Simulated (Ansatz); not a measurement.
**C₄H₆O: a ladder of functionals and wavefunction methods**

One table from this session's results is given with a row withheld; the runs are named, their logs left out.

Method: functionals in def2-TZVPP, the program's frozen cores in correlated methods; program: Ansatz 0.2.0, Gaussian basis.

The runs, in order: PBE-D4, r2SCAN-D4, PBE0-D4, B3LYP-D4, ωB97X-V, ωB97M-V, B2PLYP; CCSD(T)/def2-TZVPP; MP2/def2-QZVPP; extrapolation to the limit.

**The geometry**

The geometry comes from an earlier relaxation with PBE0-D4 in a triple-zeta def2 set; it is a stationary point, not always the lowest conformer.

SMILES `C=CCC=O`, 11 atoms, charge 0, spin multiplicity 1.

Atoms are counted from 1 here; the program's logs count them from 0.

Bond lengths: C1–C2 1.326 Å, C1–H6 1.086 Å, C1–H7 1.083 Å, C2–C3 1.499 Å, C2–H8 1.087 Å, C3–C4 1.501 Å, C3–H9 1.098 Å, C3–H10 1.094 Å, C4–O5 1.200 Å, C4–H11 1.112 Å. Angles: C2–C1–H6 122.2°, C2–C1–H7 121.1°, H6–C1–H7 116.7°, C1–C2–C3 124.9°, C1–C2–H8 119.1°, C3–C2–H8 115.9°, C2–C3–C4 112.8°, C2–C3–H9 109.0°, C2–C3–H10 111.4°, C4–C3–H9 107.1°, C4–C3–H10 109.1°, H9–C3–H10 107.2°, C3–C4–O5 124.8°, C3–C4–H11 114.5°, O5–C4–H11 120.7°.

Set-up of the first run:

The input, in.yaml:

```yaml
crystal:
  periodic: [false, false, false]
  atoms:
    - {symbol: C, position_ang: [-0.034101, 1.401346, -0.791321]}
    - {symbol: C, position_ang: [0.188345, 0.110464, -0.995776]}
    - {symbol: C, position_ang: [-0.054825, -0.973037, 0.011695]}
    - {symbol: C, position_ang: [-0.053929, -0.465875, 1.424926]}
    - {symbol: O, position_ang: [-0.966758, -0.580595, 2.194611]}
    - {symbol: H, position_ang: [-0.422776, 1.780075, 0.148951]}
    - {symbol: H, position_ang: [0.154986, 2.131693, -1.568796]}
    - {symbol: H, position_ang: [0.566406, -0.214908, -1.961331]}
    - {symbol: H, position_ang: [0.748085, -1.718626, -0.063866]}
    - {symbol: H, position_ang: [-0.997673, -1.493312, -0.181938]}
    - {symbol: H, position_ang: [0.885339, 0.044878, 1.730445]}
basis:
  gaussian: {orbitals: def2-TZVPP}
hamiltonian: {xc: pbe, dispersion: d4}
output: {forces: true, orbitals: {seedname: orbitals}}
```

Started as:

```
$ ansatz run in.yaml --threads 4 --pin off --events-out ev --progress --plain --max-ram 10444MiB
```

Among the steps run: PBE-D4 (GGA); r2SCAN-D4 (meta-GGA); PBE0-D4 (hybrid); B3LYP-D4 (hybrid); ωB97X-V (range-separated); ωB97M-V (range-separated); B2PLYP (double hybrid); CCSD(T) in def2-TZVPP; MP2 in def2-QZVPP.

One table of the session follows, with a row left open; its other results are not shown here.

It belongs to the step «Atomisation energies». 

| method | atoms, summed (eV) | atomisation energy (eV) |
| --- | --- | --- |
| PBE-D4 | -6236.612 | 49.950 |
| r2SCAN-D4 | -6242.016 | 48.621 |
| PBE0-D4 | -6238.110 | 48.856 |
| B3LYP-D4 | -6246.295 | 48.525 |
| ωB97X-V | -6243.863 | 48.459 |
| ωB97M-V | -6243.037 | 48.591 |
| B2PLYP | -6240.978 | 48.091 |
| HF/def2-TZVPP | ? | ? |
| MP2/def2-TZVPP | -6231.149 | 48.222 |
| CCSD/def2-TZVPP | -6233.823 | 46.466 |
| CCSD(T)/def2-TZVPP | -6234.121 | 47.264 |
| MP2/CBS | -6233.172 | 49.357 |
| CCSD(T)/CBS | -6236.144 | 48.399 |

Q: Estimate the row for HF/def2-TZVPP from the others.

As computed: atoms, summed (eV): -6220.098; atomisation energy (eV): 35.378. In the column «atoms, summed (eV)» it is the highest.
